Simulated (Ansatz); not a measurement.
The input, for Ansatz 0.2.0:

```yaml
crystal:
  periodic: [false, false, false]
  atoms:
    - {symbol: Ge, position_ang: [0.000000, -0.050581, 0.287692]}
    - {symbol: N, position_ang: [0.000000, 0.199167, -1.406789]}
    - {symbol: H, position_ang: [0.000000, 1.385599, 0.948607]}
    - {symbol: H, position_ang: [0.000000, -0.508046, -2.132666]}
basis:
  gaussian: {orbitals: cc-pVDZ}
total_charge: 1
magnetization: {spin_polarized: true, initial_magnetization: 2}
correlation: {method: ccsdt_q, electrons: outside_noble_gas}
```

```sh
$ ansatz run in.yaml --threads 1 --pin off --events-out ev --progress --plain --max-ram 2393MiB
```

Output:

```
996 factors; integrals over basis functions are off by at most 2.2e-7 eV
mean field evaluation 1: about -57972.0942 eV, gradient 2.7e1 eV
mean field evaluation 2: about -57972.1460 eV, gradient 2.7e1 eV
mean field evaluation 4: about -57975.8386 eV, gradient 2.1e0 eV
mean field evaluation 8: about -57975.9260 eV, gradient 2.4e-1 eV
mean field evaluation 16: about -57975.9308 eV, gradient 2.5e-6 eV
mean field evaluation 32: about -57975.2969 eV, gradient 3.0e-1 eV
mean field evaluation 64: about -57975.2991 eV, gradient 1.2e-2 eV
mean field evaluation 96: about -57975.0873 eV, gradient 1.6e0 eV
mean field evaluation 128: about -57973.0097 eV, gradient 3.1e0 eV
mean field evaluation 160: about -57975.2991 eV, gradient 4.1e-4 eV
...
cycle   9  -6.14834219 eV  change   -4.7e-4 eV  update   5.6e-4
cycle  10  -6.14805307 eV  change    2.9e-4 eV  update   2.9e-4
cycle  11  -6.14823880 eV  change   -1.9e-4 eV  update   1.4e-4
cycle  12  -6.14829926 eV  change   -6.0e-5 eV  update   5.4e-5
cycle  13  -6.14834504 eV  change   -4.6e-5 eV  update   3.0e-5
cycle  14  -6.14836589 eV  change   -2.1e-5 eV  update   1.3e-5
cycle  15  -6.14836351 eV  change    2.4e-6 eV  update   5.7e-6
cycle  16  -6.14836151 eV  change    2.0e-6 eV  update   3.2e-6
cycle  17  -6.14836096 eV  change    5.5e-7 eV  update   1.6e-6
cycle  18  -6.14836033 eV  change    6.4e-7 eV  update   8.8e-7
perturbative correction -0.01491429 eV, -0.0005480902 hartree
Total energy: -57982.09404947 eV, -2130.8026546432 hartree
```

Ran on 1 thread of Intel Xeon 6975P-C, shared host: 12 s wall, 0.31 GiB peak host memory.
